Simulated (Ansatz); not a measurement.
A nudged elastic band was laid between two geometries of CH2O + CH3 (8 atoms, charge 0, multiplicity 2).

All numbers below come from UKS PBE0/cc-pVDZ (Ansatz 0.2.0).

| Item | Value |
| --- | --- |
| movable images | 5 |
| climbing image | yes |
| spring | 5.0 eV/Å² |
| optimiser | quadratic models (default) |
| start path | through a guess of the saddle point |
| force threshold | 0.05 eV/Å |
| iteration limit | 60 |
| end points | relaxed |

First end point:

```xyz
8
Properties=species:S:1:pos:R:3
H -0.292 -0.128 -0.728
C -0.655 -0.517 -1.715
O -0.101 -1.408 -2.300
C 0.644 0.514 1.692
H -1.573 -0.017 -2.120
H -0.297 0.840 2.138
H 1.340 1.251 1.290
H 0.934 -0.535 1.741
```

Last end point:

```xyz
8
Properties=species:S:1:pos:R:3
H 0.423 0.077 0.385
C -0.661 -0.723 -2.110
O -0.469 -1.316 -3.108
C 0.555 0.454 1.410
H -1.647 -0.231 -1.836
H -0.377 0.922 1.757
H 1.364 1.197 1.425
H 0.813 -0.381 2.076
```

Question: What changes between the two ends?

Answer: Bonds broken: H1–C2. Bonds formed: H1–C4. CH2O + CH3 becomes CH4 + CHO.

Question: Give the energies along the band, and the barrier.

Answer: The run converged. The highest image is number 2 of 0 to 6, 4.7 kcal/mol above the first end and 22.9 kcal/mol above the last; the last end lies 18.3 kcal/mol below the first. A vibrational analysis at the climbing image gives one clearly imaginary mode, 1051i cm⁻¹, and a faint second one (23i cm⁻¹) that may be numerical noise or a soft torsion: probably a first-order saddle point.

```
image  path coordinate (Å)  energy (kcal/mol)  H1–C2 (Å)  H1–C4 (Å)
    0                 0.00                0.0       1.12       2.67
    1                 0.67                0.6       1.12       2.21
    2                 1.33                4.7       1.25       1.53
    3                 2.00              -15.0       2.00       1.10
    4                 2.67              -17.6       2.45       1.10
    5                 3.34              -18.1       2.71       1.10
    6                 4.01              -18.3       2.84       1.10
```

Question: What is the geometry of the highest image?

Answer: 
```xyz
8
Properties=species:S:1:pos:R:3:forces:R:3
H -0.150 -0.042 -0.205 0.02 -0.01 -0.02
C -0.515 -0.403 -1.343 -0.02 0.02 0.02
O 0.093 -1.207 -1.978 0.00 -0.01 -0.01
C 0.434 0.347 1.156 -0.01 0.01 0.01
H -1.450 0.099 -1.724 0.00 0.00 0.00
H -0.421 0.758 1.704 0.00 0.00 0.00
H 1.209 1.070 0.881 0.00 0.00 0.00
H 0.801 -0.622 1.508 0.00 0.00 0.00
```

Run time: 5.5 min on 2 threads of Arm Neoverse V1, with other jobs on the host, peak memory 0.15 GiB.
